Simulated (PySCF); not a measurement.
# C4H6O (methacrolein): the cost of one run

Computed with PySCF 2.14.0, with density-fitted response routines of our own, on a single molecule in the gas phase. Atoms are numbered from 0 throughout.

## 1. The molecule as given

11 atoms, charge 0, multiplicity 1; geometry from: MMFF94s. The atoms were then displaced at random by about 0.03 Å, so the start is not that level's minimum.

Bonds of the start (Å): C0–C1 1.27, C1–C2 1.51, C1–C3 1.58, C3–O4 1.23, C0–H5 1.20, C0–H6 1.10, C2–H7 1.05, C2–H8 1.07, C2–H9 1.16, C3–H10 0.99.

## 2. Optimising the geometry at PBE0-D3(BJ)/def2-SVP

Job settings and geometry (Å):

```
{"job": {"xc": "PBE0", "basis": "def2-SVP", "d3": "d3bj", "grid": 1, "shake": 0.03, "kind": "geom"}, "charge": 0, "multiplicity": 1}
C     -0.002290     1.237800    -0.681650
C      0.054690     0.108370    -0.102120
C     -1.059890    -0.555400     0.676660
C      1.467950    -0.586000    -0.236840
O      1.565010    -1.704910     0.257480
H     -1.005830     1.885150    -0.631280
H      0.764270     1.768440    -1.267020
H     -1.211080    -1.500580     0.246770
H     -1.918970     0.069610     0.799180
H     -0.673490    -0.719010     1.762580
H      2.117690    -0.088970    -0.792860
```

Launch:

```sh
$ OMP_NUM_THREADS=1 python probes_run.py task.json out
```

This one command runs all jobs of the session in turn.

Q: Estimate the wall time and peak memory of this first job on 1 thread of Arm Neoverse V1, shared host.

About 27 s, with a peak of 0.4 GiB.
